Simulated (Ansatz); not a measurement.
# CHPSi (triplet): from Hartree-Fock to the top rungs, cc-pVDZ

Aim: climb from Hartree-Fock through coupled cluster and multireference methods for CHPSi (triplet) at one geometry and basis, and see what each rung misses.

Computed with Ansatz 0.2.0, Gaussian basis. Level: cc-pVDZ, core rule «outside noble gas», up to 11 orbitals frozen.

The runs, in order: UHF; CCSD(T) on ROHF; CCSD(T) on UHF; BCCD(T) on ROHF; CISD; CCSDT(Q) on ROHF; CCSDT(Q) on UHF; CASSCF and NEVPT2, 10 electrons in 10 orbitals.

26 further runs of the same task are left out: 9 that didn't finish, 17 set aside as unsound or not needed.

### Step 1. The geometry

The geometry is a PBE0/def2-TZVP stationary point (not a proven minimum).

4 atoms, charge 0, spin multiplicity 3.

Atoms are counted from 1 here; the program's logs count them from 0.

Bond lengths: C1–P2 1.665 Å, C1–Si3 1.735 Å, P2–H4 1.429 Å. Angles: P2–C1–Si3 173.1°, C1–P2–H4 97.1°.

### Step 2. UHF

in.yaml reads:

```yaml
crystal:
  periodic: [false, false, false]
  atoms:
    - {symbol: C, position_ang: [0.000000, -0.067716, -0.064015]}
    - {symbol: P, position_ang: [0.000000, 0.084627, 1.593591]}
    - {symbol: Si, position_ang: [0.000000, -0.017314, -1.798234]}
    - {symbol: H, position_ang: [0.000000, -1.311212, 1.898587]}
basis:
  gaussian: {orbitals: cc-pVDZ}
magnetization: {spin_polarized: true, initial_magnetization: 2}
hamiltonian: {xc: hf}
output: {orbitals: {seedname: orbitals}}
```

Run with:

```console
ansatz run in.yaml --threads 1 --pin off --events-out ev --progress --plain --max-ram 2393MiB
```

After this run come: CCSD(T) on ROHF; CCSD(T) on UHF; BCCD(T) on ROHF; CISD; CCSDT(Q) on ROHF; CCSDT(Q) on UHF; CASSCF and NEVPT2, 10 electrons in 10 orbitals.

Q: Predict the results of all the runs planned. Wanted: RCCSDT(Q) below the RHF energy; RMP2 from RCCSDT(Q); UMP2 from RCCSDT(Q); RCCSD from RCCSDT(Q); RCCSD(T) from RCCSDT(Q); UCCSD(T) from RCCSDT(Q); UCCSDT(Q) from RCCSDT(Q); NEVPT2 frontier from RCCSDT(Q); T1 diagnostic.

**Answer**, as computed:

| quantity | value |
| --- | --- |
| RCCSDT(Q) below the RHF energy | -9.7827 eV |
| RMP2 from RCCSDT(Q) | +1569.3 meV |
| UMP2 from RCCSDT(Q) | +1872.5 meV |
| RCCSD from RCCSDT(Q) | +553.2 meV |
| RCCSD(T) from RCCSDT(Q) | +94.1 meV |
| UCCSD(T) from RCCSDT(Q) | +105.7 meV |
| UCCSDT(Q) from RCCSDT(Q) | -5.7 meV |
| NEVPT2 frontier from RCCSDT(Q) | +1599.6 meV |
| levels within 1 kcal/mol (43 meV) | RCCSDT, UCCSDT, UCCSDT(Q) |
| T1 diagnostic | 0.040 |

What this shows: RCCSD(T) lands +94.1 meV from the yardstick (1.0 % of the correlation energy). These misses are within one basis, not against nature; the frozen cores of restricted and unrestricted runs differ, which can shift their rows.
